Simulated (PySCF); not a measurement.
Removing an electron from `Oc1ccco1`

Species: C₄H₄O₂.
Z-matrix (Å and degrees, PBE0-D3(BJ)/def2-SVP geometry), rows numbered from 1:
```
O 
C   1  1.3306
C   2  1.3636  1  131.62
C   3  1.4353  2  104.89  1  -179.89
C   4  1.3582  3  106.90  2     0.00
O   2  1.3407  1  116.93  3  -179.94
H   1  0.9649  2  108.46  3   179.38
H   3  1.0858  2  126.49  1     0.10
H   4  1.0882  3  126.92  2   179.99
H   5  1.0853  4  134.45  3   179.82
```

Level: PBE0/def2-SVPD (PySCF). Frontier orbitals with their largest atomic shares (Löwdin; up to four atoms above 4 %):

```csv
orbital,ε (eV),main atoms
HOMO−3,-10.96,"O6 21 %, C5 16 %, C4 16 %, O1 14 %"
HOMO−2,-10.93,"O1 51 %, O6 19 %, C2 10 %, C5 8 %"
HOMO−1,-8.15,"C4 31 %, C3 25 %, O6 22 %, C5 10 %"
HOMO,-6.05,?
LUMO,0.42,"O1 33 %, H7 22 %, O6 17 %, C2 16 %"
LUMO+1,0.55,"C5 24 %, C4 21 %, O6 17 %, C2 16 %"
LUMO+2,1.28,"C4 21 %, C5 19 %, H9 15 %, H10 15 %"
```

Q: What vertical ionisation energy does ΔSCF give, and how far is −ε(HOMO) from it?

A: ΔSCF: 8.18 eV (790 kJ/mol; threshold wavelength 151 nm); ⟨S²⟩ of the doublet left behind is 0.764, against 0.75 for a pure doublet. −ε(HOMO) is 6.05 eV, 2.13 eV below it. In exact Kohn–Sham theory the two would be equal; PBE0 (global hybrid, 25 % exact exchange) falls short of its own ΔSCF value by 26 %. Holes in the HOMO−1 and HOMO−2 were tried too where these lie within 1.2 eV of the HOMO; the lowest converged state counts.

Q: On which atoms does the HOMO lie?

A: C5 (aromatic CH next to a ring oxygen) 26 %, C2 (aromatic carbon bearing oxygen) 19 %, C3 (aromatic CH carbon) 19 %, O1 (phenol-type oxygen) 14 %, so no atom holds as much as 40 %. The HOMO−1 lies 2.10 eV lower.

Q: What kinetic energy would electrons from this vertical process carry with He I light (21.218 eV)?

A: 21.22 − 8.18 = 13.04 eV.

Q: With α = 52.1 au, estimate the like-pair dispersion coefficient by London's formula C6 = (3/4)α²I.

A: I = 0.3008 Eh, so C6 ≈ 612 au, a rough estimate.

Q: What total energies stand behind the ΔSCF value?

A: E(N) = -304.70414 Eh and E(N − 1) = -304.40335 Eh at the same geometry, 0.30079 Eh apart.

Q: How many of the 10 lowest singlet excitations (vertical TDDFT, same level) lie below the ionisation energy?

A: All 10; they run from 5.30 to 7.61 eV.

Geometry: PBE0-D3(BJ)/def2-SVP, one conformer, isolated molecule.
